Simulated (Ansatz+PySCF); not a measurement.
# doublet C₂H₃N₂: levels of theory in one basis

```yaml
atoms:
  - { symbol: H, position_ang: [-2.4629, -0.0122, 0.2394] }
  - { symbol: N, position_ang: [-1.5620, -0.3431, -0.0702] }
  - { symbol: C, position_ang: [-0.5058, 0.5408, 0.0137] }
  - { symbol: C, position_ang: [0.8132, 0.1132, 0.0011] }
  - { symbol: N, position_ang: [1.9712, -0.2627, 0.0040] }
  - { symbol: H, position_ang: [-1.3772, -1.3117, 0.1449] }
  - { symbol: H, position_ang: [-0.7325, 1.5966, -0.0087] }
```

Basis set: cc-pVTZ (spherical functions). Correlated methods keep 4 orbitals frozen. Correlation on ROHF uses semicanonical orbitals with singles. Charge 0, multiplicity 2.

Computed with Ansatz (development build ahead of 0.2.0) and PySCF 2.14.0; each method stands on the lowest determinant of its kind that the runs found.

```tsv
method	E − E(ROHF) (eV)	<S²> of the determinant
ROHF	0.00	0.75
UHF	-0.50	1.05
ROHF-MP2	-19.46	–
```

Question: What does UHF-MP2 give on the same scale?

Answer: -18.65 eV.

Caution for UHF, UHF-MP2: the unrestricted determinant is spin contaminated. Caution for ROHF-MP2, UHF-MP2: forces differ strongly between restricted and unrestricted references.
